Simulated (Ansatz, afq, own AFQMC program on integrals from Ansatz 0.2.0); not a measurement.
Integrals from Ansatz 0.2.0, then the random walk in our own AFQMC program (afq).

```yaml
crystal:
  periodic: [false, false, false]
  atoms:
    - {symbol: Si, position_ang: [-0.062911, 0.000000, 1.292119]}
    - {symbol: Al, position_ang: [0.034038, 0.000000, -1.508781]}
    - {symbol: H, position_ang: [0.420891, -1.328545, 2.192307]}
    - {symbol: H, position_ang: [0.420891, 1.328545, 2.192307]}
basis:
  gaussian: {orbitals: cc-pVDZ}
magnetization: {spin_polarized: false, initial_magnetization: 1}
correlation: {method: ccsd_t, electrons: outside_noble_gas, hamiltonian_folder: ham}
```

```sh
$ ansatz run in.yaml --threads 1 --pin off --events-out ev --progress --plain --max-ram 1382MiB
```

afq runs on the folder ham with

```
--method phaseless --trial cisd --walkers 60 --populations 1 --least-time 40 --time-step 0.005 --steps-per-block 50 --equilibration-blocks 28 --max-blocks 300 --target-error 0.00036 --factor-cut 1e-05 --start spin_pure --seed 2134 --release-times 0.24,0.51,0.99,1.62,2.4 --release-step 0.03 --release-every 4 --taylor-order 6
```

Times are imaginary, in 1/Eh. The walk had a cap of 1011 s.

Output of the walk:

```
orbitals 36  electrons 5 4  factors 259 of 455
reference energy -531.92462458 Eh
CCSD correlation -0.17497878 Eh in 15 cycles, weight of the determinant in the CISD state 0.8353
energy of the start -532.099603 Eh
 block  time / (1/Eh)  mean weight  energy / Eh
     1     0.250  0.9993  -532.097063
     2     0.500  1.0005  -532.097057
     3     0.750  1.0013  -532.097183
     4     1.000  0.9993  -532.097941
     5     1.250  0.9999  -532.098980
     9     2.250  1.0003  -532.106275
    33     8.250  0.9987  -532.106892
    65    16.250  0.9995  -532.108148
    97    24.250  1.0001  -532.107137
   129    32.250  1.0006  -532.103414
   161    40.250  1.0007  -532.112261
   169    42.250  0.9997  -532.122791
   193    48.250  1.0000  -532.109838
   225    56.250  1.0009  -532.111134
   257    64.250  1.0011  -532.104038
   273    68.250  1.0017  -532.101113
   289    72.250  0.9992  -532.107077
   321    80.250  0.9992  -532.103736
blocks merged  error / Eh  count
     1  0.000235  300
     2  0.000303  150
     4  0.000394  75
     8  0.000495  37
    16  0.000600  18
    32  0.000719  9
released: time / (1/Eh)  energy / Eh  error  mean overlap
  0.24  -532.107520  0.000564  0.9977
  0.51  -532.107299  0.000644  1.0063
  0.99  -532.107169  0.000742  1.0140
  1.62  -532.108062  0.000468  0.9981
  2.40  -532.106826  0.000452  1.0286
energy -532.107187 +/- 0.000600 Eh
(rows thinned)
```

The run passed its tests (sampling time, drift between the halves within three errors, error under three times the target), which doesn't prove that it has relaxed.

Against this walk (error 16.3 meV) on the same determinant: CCSD(T) 51.1 meV higher, CCSDT(Q) 4.3 meV lower (within the noise). The error is statistical and leaves out the bias of the constraint. Released to 2.40 1/Eh the energy moves by 10 ± 20 meV (both errors), within twice the noise.

Cautions: constraint bias not in the error; error above the target (16.3 against 9.8 meV); higher spins were not checked; a spin-contaminated unrestricted determinant lies lower (UHF 152 meV lower, ⟨S²⟩ 0.91).

The walk took 13 min on 1 thread of Intel(R) Xeon(R) Processor @ 2.50GHz (Skylake/Cascade Lake), with other jobs on the host. The log's last line is the phaseless energy.

CCSDT and higher add their correlation energy to the determinant of the CCSD(T) run, since their own runs factorise the integrals more tightly (a shift of under 2 meV). A walk keeps the symmetry of its determinant, which the program's search chose and which needn't be the lowest solution, so a lower state of the same spin and another symmetry isn't excluded.
